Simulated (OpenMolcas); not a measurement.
**A workflow on [BH3]− (SMILES [BH3-])**

We compute a single-point energy (UHF/STO-3G), then the energy (CASSCF(3,3)/STO-3G), then the energy (CASPT2(3,3)/STO-3G), then the energy (SC-NEVPT2(3,3)/STO-3G), then a single-point energy (MRCI(3,3)/STO-3G) of [BH3]−. 

The results are computed with OpenMolcas 26.06.

**1. The molecule**

[BH3]− has 4 atoms, charge -1, and is taken as a doublet. As SMILES, `[BH3-]`. The B1–H3 distance was set to 1.880 Å, away from the relaxed value. At this shape a bond of the SMILES string is far longer than usual.

Bond lengths: B1–H2 1.254 Å, B1–H4 1.254 Å. Angles: H2–B1–H4 111.5°. A long bond or contact: B1–H3 1.880 Å.

**2. A single-point energy at UHF/STO-3G (run 1)**

step1.input reads:

```
>>> EXPORT MOLCAS_PRINT=2

&GATEWAY
  BasLib=$CurrDir
  Coord
  4
  angstrom
  B        0.365271       0.524574      -0.409904
  H        1.131921       1.014464       0.452386
  H       -0.279230      -1.161080       0.118390
  H       -0.573429       1.307764      -0.689184
  Basis=STO-3G
  Group=NoSym

&SEWARD

&SCF
  UHF
  Charge=-1
  Spin=2
  Scramble=0.25
  PrOrbitals=1 1
```

The basis set STO-3G is read from a file made from the Basis Set Exchange's data (not shown).

Launch:

```console
export MOLCAS_MEM=1860
pymolcas step1.input > step1.log
```

The log of the run:

```text
--- Start Module: gateway ---
[...]
--- Stop Module: gateway /rc=_RC_ALL_IS_WELL_ ---
--- Start Module: seward ---
[...]
      Basis functions            8
--- Stop Module: seward /rc=_RC_ALL_IS_WELL_ ---
--- Start Module: scf ---
[...]
       Convergence after  18 Iterations
[...]
::    Total SCF energy                                -25.7549958562
[...]
      Total spin, S                                     0.5501929965
[...]
      Total electronic charge=    9.000000
      Total            charge=   -1.000000
[...]
      Dipole Moment (debye):
      Origin of the operator (angstrom)=    0.3066    0.4949   -0.3301
                   X=  8.3276E-01               Y=  1.6026E+00               Z= -8.2840E-01           Total=  1.9870E+00
      Center of Charge (angstrom)
[...]
--- Stop Module: scf /rc=_RC_ALL_IS_WELL_ ---
[...]
```

Wall time 1.5 s (1 thread of Arm Neoverse V2, shared host); peak memory 0.37 GiB.

**3. A single-point energy at CASSCF(3,3)/STO-3G (run 2)**

step2.inp reads:

```
>>> EXPORT MOLCAS_PRINT=2
&GATEWAY
BasLib=$CurrDir
Coord
4
angstrom
B        0.365271       0.524574      -0.409904
H        1.131921       1.014464       0.452386
H       -0.279230      -1.161080       0.118390
H       -0.573429       1.307764      -0.689184
Basis=STO-3G
Group=NoSym
&SEWARD
&RASSCF
FileOrb=$CurrDir/step1.UnaOrb
Spin=2
Nactel=3 0 0
Inactive=3
Ras2=3
OrbListing=Nothing
OrbAppear=Compact
```

The basis set STO-3G is read from a file made from the Basis Set Exchange's data (not shown).

Launch:

```console
export MOLCAS_MEM=1860
pymolcas step2.inp > step2.log
```

The log of the run:

```text
--- Start Module: gateway ---
[...]
--- Stop Module: gateway /rc=_RC_ALL_IS_WELL_ ---
--- Start Module: seward ---
[...]
      Basis functions            8
--- Stop Module: seward /rc=_RC_ALL_IS_WELL_ ---
--- Start Module: rasscf ---
[...]
      Number of active orbitals                  3
[...]
      Spin quantum number                      0.5
[...]
      Active orbitals                            3
[...]
      Number of CSFs                             8
[...]
      Number of root(s) required                 1
[...]
      Convergence after  7 iterations
[...]
      printout of CI-coefficients larger than  0.05 for root  1
      energy=     -25.786748
      conf/sym  111     Coeff  Weight
             1  2u0   0.97559 0.95178
             4  udu   0.06254 0.00391
             5  02u   0.05475 0.00300
             8  0u2   0.19499 0.03802
      Natural orbitals and occupation numbers for root  1
      sym 1:   1.910820   1.001047   0.088133
      ************************************************************************************************************************
      *                                                    Final results                                                     *
[...]
::    RASSCF root number  1 Total energy:    -25.78674797
[...]
      Total electronic charge=    9.000000
      Total            charge=   -1.000000
[...]
      Dipole Moment (debye):
      Origin of the operator (angstrom)=    0.3066    0.4949   -0.3301
                   X=  5.9739E-01               Y=  9.8665E-01               Z= -6.3547E-01           Total=  1.3169E+00
      Center of Charge (angstrom)
[...]
--- Stop Module: rasscf /rc=_RC_ALL_IS_WELL_ ---
[...]
```

Run time: 1.3 s. Hardware: 1 thread of Arm Neoverse V2, shared host; peak memory 0.37 GiB.

**4. A single-point energy at CASPT2(3,3)/STO-3G (run 3)**

step3.input reads:

```
* BH3 CASPT2
>>> EXPORT MOLCAS_PRINT=2
&GATEWAY
BasLib
$CurrDir
Coord
4
angstrom
B        0.365271       0.524574      -0.409904
H        1.131921       1.014464       0.452386
H       -0.279230      -1.161080       0.118390
H       -0.573429       1.307764      -0.689184
Basis
STO-3G
Group
NoSym
&SEWARD
&RASSCF
FileOrb
$CurrDir/step2.RasOrb
Spin
2
Nactel
3 0 0
Inactive
3
Ras2
3
OrbListing
Nothing
OrbAppear
Compact
&CASPT2
Imaginary
0.1
Frozen
1
```

The basis set STO-3G is read from a file made from the Basis Set Exchange's data (not shown).

Launch:

```console
export MOLCAS_MEM=1860
pymolcas step3.input > step3.log
```

The log of the run:

```text
--- Start Module: gateway ---
[...]
--- Stop Module: gateway /rc=_RC_ALL_IS_WELL_ ---
[...]
      Basis functions            8
[...]
--- Start Module: rasscf ---
[...]
      Number of active orbitals                  3
[...]
      Spin quantum number                      0.5
[...]
      Active orbitals                            3
[...]
      Number of CSFs                             8
[...]
      Number of root(s) required                 1
[...]
      Convergence after  4 iterations
[...]
      printout of CI-coefficients larger than  0.05 for root  1
      energy=     -25.786748
      conf/sym  111     Coeff  Weight
             1  2u0   0.97559 0.95178
             4  udu   0.06254 0.00391
             5  02u   0.05475 0.00300
             8  0u2   0.19499 0.03802
      Natural orbitals and occupation numbers for root  1
      sym 1:   1.910820   1.001047   0.088133
      ************************************************************************************************************************
      *                                                    Final results                                                     *
[...]
::    RASSCF root number  1 Total energy:    -25.78674797
[...]
      Total electronic charge=    9.000000
      Total            charge=   -1.000000
[...]
      Dipole Moment (debye):
      Origin of the operator (angstrom)=    0.3066    0.4949   -0.3301
                   X=  5.9739E-01               Y=  9.8664E-01               Z= -6.3547E-01           Total=  1.3169E+00
      Center of Charge (angstrom)
[...]
--- Stop Module: rasscf /rc=_RC_ALL_IS_WELL_ ---
--- Start Module: caspt2 ---
[...]
 ###    WARNING: User changed nr of frozen orbitals.                         ###
 ###############################################################################
[...]
      E2 (Variational):          -0.0260688058
      Total energy:             -25.8128167798
[...]
      Reference weight:           0.98848
[...]
::    CASPT2 Root  1     Total energy:    -25.81281678
[...]
--- Stop Module: caspt2 /rc=_RC_ALL_IS_WELL_ ---
[...]
```

It took 1.4 s on 1 thread of Arm Neoverse V2, shared host; peak memory 0.37 GiB.

**5. The energy at SC-NEVPT2(3,3)/STO-3G (run 4)**

step4.input reads:

```
&gateway
baslib
$CurrDir
coord
4
angstrom
B        0.365271       0.524574      -0.409904
H        1.131921       1.014464       0.452386
H       -0.279230      -1.161080       0.118390
H       -0.573429       1.307764      -0.689184
basis
STO-3G
group
NoSym
&seward
&rasscf
fileorb
$CurrDir/step2.RasOrb
spin
2
nactel
3 0 0
inactive
3
ras2
3
orblisting
Nothing
orbappear
Compact
&caspt2
sc-nevpt2
frozen
1
```

The basis set STO-3G is read from a file made from the Basis Set Exchange's data (not shown).

Launch:

```console
export MOLCAS_MEM=1860
pymolcas step4.input > step4.log
```

The log of the run:

```text
--- Start Module: gateway ---
[...]
--- Stop Module: gateway /rc=_RC_ALL_IS_WELL_ ---
[...]
      Basis functions            8
[...]
--- Start Module: rasscf ---
[...]
      Number of active orbitals                  3
[...]
      Spin quantum number                      0.5
[...]
      Active orbitals                            3
[...]
      Number of CSFs                             8
[...]
      Number of root(s) required                 1
[...]
      Convergence after  4 iterations
[...]
      printout of CI-coefficients larger than  0.05 for root  1
      energy=     -25.786748
      conf/sym  111     Coeff  Weight
             1  2u0   0.97559 0.95178
             4  udu   0.06254 0.00391
             5  02u   0.05475 0.00300
             8  0u2   0.19499 0.03802
      Natural orbitals and occupation numbers for root  1
      sym 1:   1.910820   1.001047   0.088133
      ************************************************************************************************************************
      *                                                    Final results                                                     *
[...]
::    RASSCF root number  1 Total energy:    -25.78674797
[...]
      Total electronic charge=    9.000000
      Total            charge=   -1.000000
[...]
      Dipole Moment (debye):
      Origin of the operator (angstrom)=    0.3066    0.4949   -0.3301
                   X=  5.9739E-01               Y=  9.8664E-01               Z= -6.3547E-01           Total=  1.3169E+00
      Center of Charge (angstrom)
[...]
--- Stop Module: rasscf /rc=_RC_ALL_IS_WELL_ ---
--- Start Module: caspt2 ---
[...]
 ###    WARNING: User changed nr of frozen orbitals.                         ###
 ###############################################################################
[...]
      E2 (Variational):          -0.0263471643
[...]
      E2 (Variational):          -0.0262729419
      Total energy:             -25.8130209159
[...]
      Reference weight:           0.98812
[...]
::    SC-NEVPT2 Root  1     Total energy:    -25.81302092
[...]
--- Stop Module: caspt2 /rc=_RC_ALL_IS_WELL_ ---
[...]
```

Run time: 1.4 s. Hardware: 1 thread of Arm Neoverse V2, shared host; peak memory 0.37 GiB.

**6. A single-point energy at MRCI(3,3)/STO-3G (run 5)**

step5.input reads:

```
&GATEWAY
  BasLib
  $CurrDir
  Coord
  4
  angstrom
  B        0.365271       0.524574      -0.409904
  H        1.131921       1.014464       0.452386
  H       -0.279230      -1.161080       0.118390
  H       -0.573429       1.307764      -0.689184
  Basis
  STO-3G
  Group
  NoSym

&SEWARD

&RASSCF
  FileOrb
  $CurrDir/step2.RasOrb
  Spin
  2
  Nactel
  3 0 0
  Inactive
  3
  Ras2
  3
  OrbListing
  Nothing
  OrbAppear
  Compact

&MOTRA
  LumOrb
  Frozen
  1

&GUGA
  Electrons
  7
  Spin
  2
  Inactive
  2
  Active
  3
  CIAll
  1

&MRCI
  SDCI
```

The basis set STO-3G is read from a file made from the Basis Set Exchange's data (not shown).

Launch:

```console
export MOLCAS_MEM=1860
pymolcas step5.input > step5.log
```

The log of the run:

```text
--- Start Module: gateway ---
[...]
--- Stop Module: gateway /rc=_RC_ALL_IS_WELL_ ---
[...]
      Basis functions            8
[...]
      Number of active orbitals                  3
[...]
      Spin quantum number                      0.5
[...]
      Active orbitals                            3
[...]
      Number of CSFs                             8
[...]
      Number of root(s) required                 1
[...]
      Convergence after  4 iterations
[...]
      printout of CI-coefficients larger than  0.05 for root  1
      energy=     -25.786748
      conf/sym  111     Coeff  Weight
             1  2u0   0.97559 0.95178
             4  udu   0.06254 0.00391
             5  02u   0.05475 0.00300
             8  0u2   0.19499 0.03802
      Natural orbitals and occupation numbers for root  1
      sym 1:   1.910820   1.001047   0.088133
      ************************************************************************************************************************
      *                                                    Final results                                                     *
[...]
::    RASSCF root number  1 Total energy:    -25.78674797
[...]
      Dipole Moment (debye):
      Origin of the operator (angstrom)=    0.3066    0.4949   -0.3301
                   X=  5.9739E-01               Y=  9.8664E-01               Z= -6.3547E-01           Total=  1.3169E+00
      Center of Charge (angstrom)
[...]
      *** WARNING: Default frozen orbitals is overwritten by user input.
      *** Default values:   1
[...]
--- Start Module: guga ---
[...]
--- Stop Module: guga /rc=_RC_ALL_IS_WELL_ ---
--- Start Module: mrci ---
[...]
       (But an ACPF correction will be computed)
       USE THE DEFAULT ACPF G-VALUE GFAC=  0.28571428571428570
[...]
                      CI ENERGY:   -25.82577563
[...]
                ACPF CORRECTION:    -0.00077144
[...]
      Total electronic charge=    9.000000
      Total            charge=   -1.000000
[...]
     ACPF CORRECTION:     -0.00077144
[...]
  CI State   1     Total energy:    -25.82577563     QDav:     -0.00108863     QACPF:     -0.00077144
[...]
--- Stop Module: mrci /rc=_RC_ALL_IS_WELL_ ---
[...]
```

Run time: 1.5 s. Hardware: 1 thread of Arm Neoverse V2, shared host; peak memory 0.37 GiB.

**7. Results**

| quantity | value |
| --- | --- |
| run 1, UHF/STO-3G: total energy | -25.75500 Eh |
| run 1, UHF/STO-3G: HOMO energy (highest over α and β) | 2.75 eV |
| run 1, UHF/STO-3G: LUMO energy (lowest over α and β) | 18.49 eV |
| run 1, UHF/STO-3G: ⟨S²⟩ | 0.853 |
| run 2, CASSCF(3,3)/STO-3G: total energy | -25.78675 Eh |
| run 3, CASPT2(3,3)/STO-3G: total energy | -25.81282 Eh |
| run 4, SC-NEVPT2(3,3)/STO-3G: total energy | -25.81302 Eh |
| run 5, MRCI(3,3)/STO-3G: total energy | -25.82578 Eh |

What this shows: ⟨S²⟩ (run 1, UHF/STO-3G) is 0.85 where a pure doublet has 0.75: the reference is spin-contaminated. Mulliken charges (run 1, UHF/STO-3G) run from -0.40 on H3 to -0.15 on B1. The HOMO (run 1, UHF/STO-3G) lies at positive energy, 2.75 eV: the electron is unbound at this level or held by a compact basis; values depend on the basis.
